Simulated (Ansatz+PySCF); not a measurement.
Values are calculated unless marked as measured or tabulated.
## PySCF 2.14.0 run

```python
from pyscf import gto, dft

mol = gto.M(atom="""
N 0.000000 0.000000 0.121580
H 1.637740 0.000000 -0.587660
H -0.467920 0.810470 -0.283700
H -0.467920 -0.810470 -0.283700
""", basis='6-31g', charge=0, spin=0)
mf = dft.UKS(mol, xc='pbe0')
mf.kernel()
print(mf.converged, mf.e_tot, mf.spin_square()[0])
```

The script is written out from the run's settings.

The run gave:

* Converged: yes
* Total energy: -56.32687 hartree
* Spin squared of the determinant: 0.000

This is not the lowest solution: another run reaches a determinant 0.01 eV lower.
